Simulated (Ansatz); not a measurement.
# CH₄O (triplet): from Hartree-Fock to the top rungs at distance C1–H5 along a hydrogen transfer = 1.175 Å, cc-pVDZ

Aim: climb from Hartree-Fock through coupled cluster and multireference methods for CH₄O (triplet) at one geometry and basis, and see what each rung misses.

The runs use Ansatz 0.2.0, Gaussian basis; cc-pVDZ, core rule «outside noble gas», up to 2 orbitals frozen.

The runs, in order: UHF; CCSD(T) on ROHF; CCSD(T) on UHF; BCCD(T) on ROHF; CISD; CCSDT(Q) on ROHF; CCSDT(Q) on UHF; CASSCF and MRCISD+Q, 4 electrons in 4 orbitals; CASSCF and NEVPT2, 4 electrons in 4 orbitals.

8 further runs of the same task are left out: 2 for a mislabelled method, 6 that didn't finish.

**1. The system**

The geometry derives from fragments relaxed apart (PBE0/def2-TZVP) and kept rigid, so it is no stationary point. A hydrogen atom is moved between rigid fragments.

6 atoms, charge 0, spin multiplicity 3.

Atoms are counted from 1 here; the program's logs count them from 0.

Bond lengths: C1–H2 1.090 Å, C1–H3 1.090 Å, C1–H4 1.090 Å, C1–H5 1.175 Å. Angles: H2–C1–H3 109.5°, H2–C1–H4 109.5°, H2–C1–H5 109.5°, H3–C1–H4 109.5°, H3–C1–H5 109.5°, H4–C1–H5 109.5°.

Coordinates:

```
C    -1.3399    0.0000    0.0000
H    -1.7031    1.0273    0.0000
H    -1.7031   -0.5137    0.8897
H    -1.7031   -0.5137   -0.8897
H    -0.1649    0.0000    0.0000
O     1.3381    0.0000    0.0000
```

**2. UHF**

File in.yaml:

```yaml
crystal:
  periodic: [false, false, false]
  atoms:
    - {symbol: C, position_ang: [-1.339886, 0.000000, 0.000000]}
    - {symbol: H, position_ang: [-1.703092, 1.027301, 0.000000]}
    - {symbol: H, position_ang: [-1.703092, -0.513650, 0.889668]}
    - {symbol: H, position_ang: [-1.703092, -0.513650, -0.889669]}
    - {symbol: H, position_ang: [-0.164886, 0.000000, 0.000000]}
    - {symbol: O, position_ang: [1.338114, 0.000000, 0.000000]}
basis:
  gaussian: {orbitals: cc-pVDZ}
magnetization: {spin_polarized: true, initial_magnetization: 2}
hamiltonian: {xc: hf}
output: {orbitals: {seedname: orbitals}}
```

Started as:

```bash
$ ansatz run in.yaml --threads 1 --pin off --events-out ev --progress --plain --max-ram 2393MiB
```

Further steps of the session: CCSD(T) on ROHF; CCSD(T) on UHF; BCCD(T) on ROHF; CISD; CCSDT(Q) on ROHF; CCSDT(Q) on UHF; CASSCF and MRCISD+Q, 4 electrons in 4 orbitals; CASSCF and NEVPT2, 4 electrons in 4 orbitals.

Q: Predict the results of all the runs planned. Wanted: UCCSDT(Q) below the RHF energy; RMP2 from UCCSDT(Q); UMP2 from UCCSDT(Q); RCCSD from UCCSDT(Q); RCCSD(T) from UCCSDT(Q); UCCSD(T) from UCCSDT(Q); RCCSDT(Q) from UCCSDT(Q); NEVPT2 pair from UCCSDT(Q); MRCISD+Q pair from UCCSDT(Q).

As calculated:

| quantity | value |
| --- | --- |
| UCCSDT(Q) below the RHF energy | -8.8509 eV |
| RMP2 from UCCSDT(Q) | +1262.3 meV |
| UMP2 from UCCSDT(Q) | +1248.7 meV |
| RCCSD from UCCSDT(Q) | +179.9 meV |
| RCCSD(T) from UCCSDT(Q) | +26.7 meV |
| UCCSD(T) from UCCSDT(Q) | +25.4 meV |
| RCCSDT(Q) from UCCSDT(Q) | +1.5 meV |
| NEVPT2 pair from UCCSDT(Q) | +1229.8 meV |
| MRCISD+Q pair from UCCSDT(Q) | +90.8 meV |
| levels within 1 kcal/mol (43 meV) | RCCSD(T), UCCSD(T), BCCD(T), RCCSDT, UCCSDT, RCCSDT(Q) |
| T1 diagnostic | 0.020 |

RCCSD(T) misses by +26.7 meV, 0.3 % of the correlation energy. Of the multireference levels listed MRCISD+Q pair comes nearest in total energy (+90.8 meV), which doesn't show that its space is the better one. These misses are within one basis, not against nature; the frozen cores of restricted and unrestricted runs differ, which can shift their rows.
